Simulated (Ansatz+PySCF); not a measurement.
**doublet OH: levels of theory in one basis**

```yaml
atoms:
  - { symbol: O, position_ang: [0.0000, 0.0000, -0.0976] }
  - { symbol: H, position_ang: [0.0000, 0.0000, 0.7811] }
```

Basis set: 6-31G (spherical functions). Frozen core: 1 orbital. Correlation on ROHF uses semicanonical orbitals with singles. Charge 0, multiplicity 2.

Computed with Ansatz (development build ahead of 0.2.0); each method stands on the lowest determinant of its kind that the runs found.

```json
{"method": "ROHF", "E − E(ROHF) (eV)": "0.00", "<S²> of the determinant": "0.75"}
{"method": "UHF", "E − E(ROHF) (eV)": "-0.03", "<S²> of the determinant": "0.75"}
{"method": "ROHF-MP2", "E − E(ROHF) (eV)": "-2.32", "<S²> of the determinant": "–"}
{"method": "UHF-MP2", "E − E(ROHF) (eV)": "-2.33", "<S²> of the determinant": "0.75"}
{"method": "ROHF-CCSD", "E − E(ROHF) (eV)": "-2.57", "<S²> of the determinant": "–"}
{"method": "ROHF-CCSD(T)", "E − E(ROHF) (eV)": "-2.59", "<S²> of the determinant": "–"}
{"method": "full CI (lowest root of this spin)", "E − E(ROHF) (eV)": "-2.59", "<S²> of the determinant": "–"}
```

Task: Is a single determinant a sound starting point here?

Result: By this sign, yes. Unrestricted orbitals gain 0.03 eV and <S²> is 0.75 against 0.75 for a pure state.
